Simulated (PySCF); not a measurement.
# TPSS/aug-cc-pVTZ run of Cl2 (chlorine)

Aim: the energy change on altering one bond length of Cl2 (chlorine) at TPSS/aug-cc-pVTZ, from 2 runs. 

Program for the calculation: PySCF 2.14.0.

2 further runs of the same task are left out: 2 set aside as unsound or not needed.

**1. The structure to begin with**

Cl2: 2 atoms, total charge 0, spin state singlet. As SMILES, `ClCl`. The coordinates come from a PBE0-D4/def2-TZVP relaxation.

Bond lengths: Cl1–Cl2 1.982 Å.

**2. A single-point energy at TPSS/aug-cc-pVTZ**

calc.py reads:

```python
from pyscf import gto, dft

mol = gto.M(
    atom='''
Cl   0.845690  -0.281600   0.433600
Cl  -0.845690   0.281600  -0.433600
''',
    basis='aug-cc-pvtz',
    max_memory=1860,
    verbose=3,
)

calc0 = dft.RKS(mol, xc='tpss')
calc0.grids.level = 5
calc0.conv_tol = 1e-10
calc0.kernel()
if not calc0.converged:
    calc0 = calc0.newton().run(calc0.mo_coeff, calc0.mo_occ)

e_final = calc0.e_tot
print(f'total energy: {e_final:.8f} hartree')
```

On the command line:

```bash
$ OMP_NUM_THREADS=1 python calc.py
```

Standard output:

```text
converged SCF energy = -920.44955355774
total energy: -920.44955356 hartree
```

Wall time 13 s (1 thread of Arm Neoverse V1, shared host); peak memory 0.53 GiB.

**3. The distorted shape at the same level**

run.py reads:

```python
from pyscf import gto, dft

mol = gto.M(
    atom=[
    ('Cl', (1.099410, -0.366084, 0.563687)),
    ('Cl', (-0.845690, 0.281600, -0.433600)),
],
    max_memory=1860,
    basis='aug-cc-pvtz',
    verbose=3,
    spin=0,
)

myscf = dft.RKS(mol)
myscf.xc = 'tpss'
myscf.conv_tol = 1e-10
myscf.grids.level = 5
myscf.kernel()
if not myscf.converged:
    myscf = myscf.newton().run(myscf.mo_coeff, myscf.mo_occ)

e_final = myscf.e_tot
print('E = %.10f Eh' % e_final)
```

On the command line:

```bash
$ OMP_NUM_THREADS=1 python run.py
```

Standard output:

```text
converged SCF energy = -920.434857208403
E = -920.4348572084 Eh
```

Run time: 13 s. Hardware: 1 thread of Arm Neoverse V1, shared host; peak memory 0.53 GiB.

**4. What came out**

At TPSS/aug-cc-pVTZ:

| quantity | value |
| --- | --- |
| first shape: total energy | -920.44955 Eh |
| first shape: dipole moment | 0.00 D |
| first shape: HOMO energy | -7.42 eV |
| first shape: LUMO energy | -4.06 eV |
| first shape: HOMO–LUMO gap | 3.37 eV |
| distorted shape: total energy | -920.43486 Eh |
| distorted shape: dipole moment | 0.00 D |
| distorted shape: HOMO energy | -7.96 eV |
| distorted shape: LUMO energy | -6.15 eV |
| distorted shape: HOMO–LUMO gap | 1.81 eV |
| energy change with the Cl1–Cl2 bond stretched from 1.982 to 2.280 Å | 0.400 eV |

**Reading.** With the Cl1–Cl2 bond stretched from 1.982 to 2.280 Å the energy rises by 0.40 eV (38.6 kJ/mol). The first shape isn't relaxed at this level, so the change isn't measured from a minimum.
